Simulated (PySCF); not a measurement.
Species: C6H9 (charge +1).
SMILES with atom numbers: `[CH3:1][CH:2]([CH3:3])[c+:4]1[cH:5][cH:6]1` (hydrogens: H7, H8, H9 on C1; H10 on C2; H11, H12, H13 on C3; H14 on C5; H15 on C6)

Geometry (PBE0-D3(BJ)/def2-SVP, Å), atoms numbered from 1 in this order:
```
atom  x, y, z in Å
C1    -1.794    0.777   -0.133
C2    -0.916   -0.453    0.096
C3    -1.214   -1.215    1.387
C4     0.509   -0.142   -0.037
C5     1.523    0.638   -0.545
C6     1.828   -0.427    0.234
H7    -2.849    0.473   -0.151
H8    -1.670    1.505    0.683
H9    -1.570    1.273   -1.088
H10   -1.065   -1.151   -0.759
H11   -0.585   -2.111    1.492
H12   -2.263   -1.538    1.384
H13   -1.063   -0.571    2.266
H14    1.859    1.493   -1.136
H15    2.586   -1.044    0.722
```

Computed with PySCF at B3LYP/def2-SVPD, non-relativistic, on one gas-phase PBE0-D3(BJ)/def2-SVP geometry that isn't relaxed in the solvent. The solvent is an IEF-PCM continuum (Bondi radii, 1.10 Å for H, scaled by 1.2), and excitations are vertical TDDFT with non-equilibrium linear response and a frozen core. Specific hydrogen bonds and non-electrostatic terms are outside this model.

```csv
run,E − E(gas) (kJ/mol),HOMO (eV),HOMO–LUMO gap (eV),lowest singlet (eV),static polarisability (au)
gas,0.00,-14.03,6.83,6.00,60.8
P,-233.47,-9.83,7.43,6.49,79.9
Q,-188.75,-10.61,7.28,6.39,74.0
```

Problem. The runs were made in chloroform and methanol. Which run belongs to which solvent?

Solution. P = methanol, Q = chloroform. The dielectric constants are 4.711 (chloroform), 32.61 (methanol), and the energy falls further as ε rises. The optical constants n² used for the excitations are 2.09, 1.77 in the same order. In this model the ground state sees the solvent through ε alone.

Problem. How constant is the ratio of the lowering to 1 − 1/ε?

Solution. 
```csv
solvent,1 − 1/ε,E − E(gas) (kJ/mol),ratio (kJ/mol),polarisation term (kJ/mol)
chloroform,0.788,-188.75,-239.6,-191.25
methanol,0.969,-233.47,-240.9,-238.12
```

The ratio changes by +0.5 % in size from chloroform to methanol. The polarisation term is half the interaction of the solute with the induced surface charges.

Hardware: one thread, Arm Neoverse V2 (aarch64), shared host with 96 logical CPUs at a one-minute load of 52. Cost: 21 s wall, 0.90 GiB resident at most. This is the whole response run at B3LYP/def2-SVPD in methanol, SCF included.
